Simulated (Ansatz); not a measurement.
This script drives the Python package of Ansatz (0.2.0).

Script `run_relaxed_scan.py`:
```python
"""One bond of CH3NaS held at set lengths while the rest relaxes."""

import ansatz as az
from ase import Atoms
import numpy as np

atoms = Atoms(["C", "S", "Na", "H", "H", "H"], positions=[
    [-0.43311, 0.36875, -0.42227],
    [-0.10688, -1.14927, 0.51837],
    [2.07939, -1.18969, 1.73498],
    [-1.414, 0.24805, -0.87515],
    [0.31583, 0.49454, -1.19987],
    [-0.44123, 1.22762, 0.24394],
])
ch3nas = az.Crystal.molecule_from_ase(atoms)

calc = (
    ch3nas.calculation()
    .basis(gaussian="def2-SVP")
    .functional("b3lyp")
)
symbols = [site.symbol for site in ch3nas.cartesian_sites]
pairs = [(0, 1), (0, 3), (0, 4), (0, 5), (1, 2)]
print("held (A)   E (eV)        ", "  ".join(f"{symbols[i]}{i}-{symbols[j]}{j}" for i, j in pairs))
for length in [1.67, 1.82, 1.96, 2.18, 2.45]:
    r = calc.relax(constraints=[az.DistanceConstraint((0, 1), at=length)], force_tolerance=0.02, max_steps=60).run(threads=1).report
    xyz = np.array(r["positions_ang"])
    print(f"{length:6.2f} {r['free_energy_ev']:14.5f}  ", "  ".join(f"{np.linalg.norm(xyz[i] - xyz[j]):.3f}" for i, j in pairs))
```

It is started by `python run_relaxed_scan.py`. How long does it take on 1 thread of Arm Neoverse V1 (shared host), and how much memory does it need?

It took about 62 s, with a peak of 0.21 GiB, for 5 runs of the engine.

```console
$ python run_relaxed_scan.py
held (A)   E (eV)         C0-S1  C0-H3  C0-H4  C0-H5  S1-Na2
DeckWarning: relax.constraints: the input's atoms, or those drawn, lie off the distances that are held; a relaxation that starts there is brought onto them ahead of its first SCF, by positions alone, an atom by 7.27e-2 Å at the most. With the symmetry detection on, the symmetry is detected on the input's atoms as so brought (as typed, where only the drawn atoms reach the distances), and notices that speak of the structure as typed mean those atoms
  1.67   -16332.83608   1.670  1.109  1.109  1.109  2.483
  1.82   -16333.16737   1.820  1.102  1.103  1.103  2.484
  1.96   -16333.07734   1.960  1.099  1.099  1.099  2.482
  2.18   -16332.59916   2.180  1.095  1.095  1.095  2.479
  2.45   -16331.86054   2.450  1.092  1.093  1.093  2.474
```
(Warnings from the package without file and line, repeats left out.)

Reading the output:
- Total energies depend on the basis set; only differences at equal settings carry meaning.
- The energies are electronic: no zero-point or thermal terms, and the basis set is short of its limit.
- b3lyp holds the VWN-RPA fit, as in Gaussian; the form of ORCA and Turbomole is b3lyp5.
